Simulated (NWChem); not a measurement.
Molecule: propyne (C$_{3}$H$_{4}$); SMILES C#CC

```xyz
7

C     -0.0003    -1.2328    -0.0018
C     -0.0015     0.2208     0.0000
C     -0.0025     1.4316    -0.0017
H     -0.7544    -1.6272    -0.7005
H     -0.2267    -1.6315     0.9992
H      0.9812    -1.6272    -0.3074
H     -0.0051     2.5056    -0.0054
```
Atoms are numbered in this order, from 1.

Structure relaxed at the PBE0/def2-SVP level.

Task: List the 4 lowest vertical singlet excitations from Hartree-Fock/aug-cc-pVDZ, CIS (NWChem).

Result: 
```csv
state,energy (eV),oscillator strength,leading excitation (squared amplitude)
S1,6.37,0.000,HOMO → LUMO+14 (0.20)
S2,6.69,0.001,HOMO → LUMO+15 (0.19)
S3,6.69,0.000,HOMO−1 → LUMO+15 (0.19)
S4,7.39,0.043,HOMO → LUMO (0.63)
```
